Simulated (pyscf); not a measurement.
## Substitution at O: `[Cl][Si]([Cl])[Cl]` [doublet] + `[OH2]` → `[OH][Si]([Cl])([Cl])[Cl]` + `[H]` [doublet]

Gas phase, doublet surface, charge 0. Bonds broken: O5–H6. Bonds formed: Si2–O5. PySCF, gas phase, ωB97X-D3(BJ)/def2-SVP geometries.

Transition state (Å):

```xyz
7

Cl     1.7448     0.8966    -0.8353
Si     0.9118    -0.7287     0.0876
Cl     2.4740    -1.9767     0.5941
Cl    -0.2982    -1.6399    -1.3113
O      0.0697     0.1582     1.4402
H     -0.1467     1.2605     1.9031
H     -0.4082    -0.4620     2.0277
```

One imaginary mode, 1989i cm⁻¹; descent along it reached the two sides named, in the forms told below.

```
bond    change  reactant side (Å)  saddle  product side
------  ------  -----------------  ------  ------------
O5–H6   breaks              0.968   1.215           3.3
Si2–O5   forms              2.522   1.824         1.635
```

Electronic energies relative to the separated reactants (eV):

```tsv
level	barrier	reaction energy	reverse barrier
ωB97X-D3(BJ)/def2-TZVP	1.05	-0.43	1.49
PBE/def2-TZVP	0.63	-0.16	0.79
r²SCAN/def2-TZVP	0.69	-0.29	0.98
B3LYP-D3(BJ)/def2-TZVP	0.80	-0.21	1.01
PBE0-D3(BJ)/def2-TZVP	0.81	-0.31	1.11
M06-2X/def2-TZVP	0.93	-0.39	1.32
ωB97M-D3(BJ)/def2-TZVP	0.90	-0.43	1.33
HF/def2-TZVP	1.78	-0.59	2.37
```

With ωB97M-D3(BJ)/def2-TZVP energies and thermal terms (ideal gas, 1 atm, RRHO with modes under 100 cm⁻¹ raised to 100, one conformer, R ln 2 for chiral ones without a mode under 150 cm⁻¹), in eV:

| T (K) | ΔH‡ | ΔG‡ | ΔH | ΔG |
|---|---|---|---|---|
| 298 | 0.71 | 1.13 | -0.61 | -0.49 |
| 600 | 0.75 | 1.54 | -0.56 | -0.38 |
| 900 | 0.79 | 1.93 | -0.49 | -0.30 |
| 1200 | 0.84 | 2.31 | -0.43 | -0.25 |

On the reactant side the descent ends in a complex, 0.24 eV under the separated species and 1.29 eV under the saddle at ωB97X-D3(BJ)/def2-TZVP. The same reactants have a lower exit, to HCl + HO–Si•(Cl)–Cl (barrier +0.45 eV at ωB97M-D3(BJ)/def2-TZVP, against +0.90 eV here). One saddle was located; it need not be the lowest between these sides. The angle at the attacked O is 144°.
